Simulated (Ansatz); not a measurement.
Relaxed structures of C2H5Si (charge -1), singlet (PBE0-D4/def2-TZVPD; forces vanish, vibrations not checked; lower isomers may exist, and structures with a doubtful reference or unclear bonds are left out; Å). Ansatz 0.2.0; basis: def2-TZVPPD; cores frozen in the correlated methods.

Question: Rank them by CCSD(T) energy, lowest first, and give each one's height above the lowest. Links in brackets join atoms within 1.22 times the sum of their covalent radii (1.1 for two metals). (An estimate is asked for; the value comes from the calculation.)
A.
C₂H₅Si ([CH2][CH][SiH2]), total charge -1
```
8
angstrom
C -0.7918 1.1144 -1.0184
C -0.2453 -0.0867 -0.7757
Si 0.8011 -0.6973 0.6938
H -1.2527 1.3727 -1.9730
H -0.7944 1.8978 -0.2616
H 0.1781 0.1627 1.8053
H -0.3008 -0.7959 -1.6111
H -0.0015 -1.9764 0.9820
```
B.
C₂H₅Si ([CH][CH][SiH3]), total charge -1
```
8
angstrom
C -0.7919 0.8828 -1.1536
C -0.1457 -0.2859 -0.9050
Si 0.5765 -0.7532 0.7272
H -0.0286 -1.0259 -1.7114
H -0.8105 1.4977 -0.2240
H 0.3619 0.3267 1.7439
H 2.0670 -1.0308 0.7550
H 0.0359 -2.0147 1.3718
```
C.
C₂H₅Si ([CH2][C][SiH3]), total charge -1
```
8
angstrom
C -0.7547 0.8907 -1.0969
C -0.1321 -0.2861 -0.9492
Si 0.5495 -0.7180 0.6795
H -1.1885 1.2094 -2.0592
H -0.9029 1.6558 -0.3060
H 0.4188 0.2445 1.8715
H 2.0322 -0.9934 0.6347
H -0.0223 -2.0029 1.2257
```

Answer: Computed: A (0.000 eV), C (0.852 eV), B (1.137 eV). Heights count from the lowest.

T1 diagnostic: at most 0.018.

For scale, one of the runs: CCSD(T)/def2-TZVPPD, 207 basis functions, launched by `ansatz run in.yaml --threads 2 --pin off --events-out ev --progress --plain --max-ram 4352MiB`. Hardware: 2 CPU threads of an Arm Neoverse V1, shared host. Wall time 49 s; peak host memory 2.6 GiB.
